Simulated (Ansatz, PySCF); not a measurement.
Species: dimethylamine, C₂H₇N (charge 0, singlet). SMILES: CNC
Geometry: optimised at B3LYP-D3(BJ)/def2-TZVP (Ansatz, an electronic-structure program).

Harmonic wavenumbers (cm⁻¹) at B3LYP/6-31G* (Ansatz, at its own minimum) and at B3LYP-D3(BJ)/def2-TZVP (PySCF, at the structure above). 6-31G* holds six Cartesian d functions. Modes are numbered in rising order, 24 in all, and paired by that order; shown are modes over 250 cm⁻¹ that lie over 6 % from every other mode at both levels, one of each degenerate set, at most eight drawn at random. The second level is harmonic too, so this factor is not the one that brings values to measured fundamentals.

| mode | B3LYP/6-31G* (x) | B3LYP-D3(BJ)/def2-TZVP (y) |
|---|---|---|
| 3 | 387 | 386 |
| 4 | 797 | 768 |
| 5 | 955 | 943 |
| 6 | 1046 | 1037 |
| 10 | 1284 | 1269 |
| 24 | 3495 | 3515 |

Task: Fit one scale factor, y = λ·x, by least squares, and use it for mode 2, which lies at 273 cm⁻¹ at B3LYP/6-31G*.

Result: λ = Σxy/Σx² = 16661066/16654800 = 1.0004; the rows scatter about it by 17 cm⁻¹ (root mean square). Prediction for mode 2: 273 cm⁻¹. It lies outside the range of the table, so the fit extrapolates. The wavenumber at B3LYP-D3(BJ)/def2-TZVP is 264 cm⁻¹, so the fit misses by +9 cm⁻¹, against +9 cm⁻¹ without it. The fit is meant for this molecule alone.
